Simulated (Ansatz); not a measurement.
Barrier height from HO + Cl to the transition structure ClHO, without zero-point energy, on the benchmark's geometries as Psi4's copy of the set gives them.
Transition structure (charge 0, multiplicity 3, Z-matrix in Å and degrees):
```
O
H 1 1.2004
Cl 2 1.4706 1 136.51
```
Reactant (charge 0, multiplicity 2):
```xyz
2

O      0.000     0.000     0.000
H      0.969     0.000     0.000
```

Open shells are unrestricted; no spin–orbit coupling.

Frozen-core correlation. CBS: X⁻³ extrapolation of the correlation energy, Hartree–Fock from the larger set.

The values were computed with Ansatz (Gaussian basis) for Hartree–Fock, density functionals and correlated methods. Values without a source in brackets are computed.

Q: Give the barrier height at the level revPBE/def2-TZVPPD.

A: -3.2 kcal/mol

Q: What is the computed barrier height (CCSD/aug-cc-pV(T+d)Z)?

A: 13.8 kcal/mol

Q: What is the computed barrier height (CCSD(T)/CBS(aug-cc-pV(T+d)Z, aug-cc-pV(Q+d)Z))?

A: 10.2 kcal/mol

Ansatz is a first-principles code.
